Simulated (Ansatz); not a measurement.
Saddle point of CH3F2 (charge -1), closed shell ([CH₃F ([CH3][F]) + F]⁻ → [CH₃F ([CH3][F]) + F]⁻; bonds formed: C2–F3; bonds broken: F1–C2), PBE0-D4/def2-TZVPD structure:

| atom | x (Å) | y (Å) | z (Å) |
| --- | --- | --- | --- |
| F1 | -0.7677 | -1.4527 | 0.7836 |
| C2 | -0.0001 | -0.0002 | 0.0001 |
| F3 | 0.7677 | 1.4526 | -0.7836 |
| H4 | -0.0787 | 0.5405 | 0.9246 |
| H5 | 0.8799 | -0.5784 | -0.2106 |
| H6 | -0.8011 | 0.0383 | -0.7142 |

Energies are electronic, without zero-point energy. Barriers and step energies count from the start structure reached by relaxing down the imaginary mode; all methods use the PBE0-D4 structures, on which another method's saddle can fall below an end. Program: Ansatz 0.2.0. Basis: def2-TZVPPD, with def2-QZVPPD for the basis limit. Cores are frozen in the correlated methods. B3LYP uses VWN-RPA correlation. Extrapolation: Hartree–Fock as exp(−7.88 √X), correlation as X^−2.97.

```tsv
method	barrier (eV)	step energy (eV)
SPW92	0.300	0.000
PBE-D4	0.318	0.000
BLYP-D4	?	0.000
r2SCAN-D4	0.376	0.000
B97M-V	?	0.000
PBE0-D4	0.513	0.000
B3LYP-D4	0.451	0.000
r2SCAN0-D4	0.542	0.000
BHLYP-D4	0.635	0.000
CAM-B3LYP-D4	0.532	0.000
wB97X-V	0.572	0.000
wB97M-V	0.539	0.000
B2PLYP	0.492	0.000
PBE-QIDH	0.609	0.000
RPA on PBE	?	0.000
HF	0.872	0.000
MP2	0.609	0.000
CCSD	0.677	0.000
CCSD(T)	0.584	0.000
```

(1) Fill in the withheld barriers. (Judge from chemistry; the value comes from the calculation.)

No T1 diagnostic of these runs exceeds 0.020.

Results:

(1) Computed: RPA on PBE 0.494; BLYP-D4 0.292; B97M-V 0.483 eV. Each is the energy of the saddle less that of the start structure, by the same method.

For comparison, the barrier by CCSD(T) at an estimated basis limit (MP2 extrapolated from triple and quadruple zeta, plus CCSD(T) − MP2 in triple zeta) is 0.572 eV.

Labels in which every atom is bracketed show which atoms are joined, not bond orders.

For scale, one of the runs: CCSD(T)/def2-TZVPPD, 168 basis functions, launched by `ansatz run in.yaml --threads 2 --pin off --events-out ev --progress --plain --max-ram 4352MiB`. Hardware: 2 CPU threads of an Arm Neoverse N1, shared host. Wall time 23 s; peak host memory 1.1 GiB.
